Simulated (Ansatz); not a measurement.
A made-up structure of CH2BO, doublet:

B1  (-1.069, -0.397, 0.575)
C2  (0.069, 0.273, -0.189)
O3  (0.084, -1.023, 0.602)
H4  (0.224, 0.109, -1.250)
H5  (-1.996, -0.428, 1.256)
(Å)

It is relaxed with PBE-D4/def2-SVP and then PBE0-D4/def2-TZVP (Ansatz 0.2.0). Atoms count as bonded within 1.22 times the sum of their covalent radii (H–H: 0.88 Å). The end point is not checked to be a true minimum.

(1) Does its bonding change? (A judgement: the text doesn't fix the answer.)

Answers

(1) The calculation gives: No: no bond forms or breaks.

Where it ends: The first stage lowers the energy by 0.52 eV in 11 steps. It ends as CH₂BO ([BH]1[CH][O]1):
```
5
angstrom
B -1.0859 -0.3507 0.6533
C -0.1836 -0.0092 -0.3887
O 0.1512 -1.0091 0.5668
H 0.4613 0.2862 -1.1947
H -2.0315 -0.3827 1.3571
```

Labels in which every atom is bracketed show which atoms are joined, not bond orders.

For scale, one of the runs: PBE0-D4/def2-TZVP relaxation, 105 basis functions, launched by `ansatz run in.yaml --threads 2 --pin off --events-out ev --progress --plain --max-ram 4352MiB`. The run took about 10 s on 2 CPU threads of an Arm Neoverse V2 (shared host).
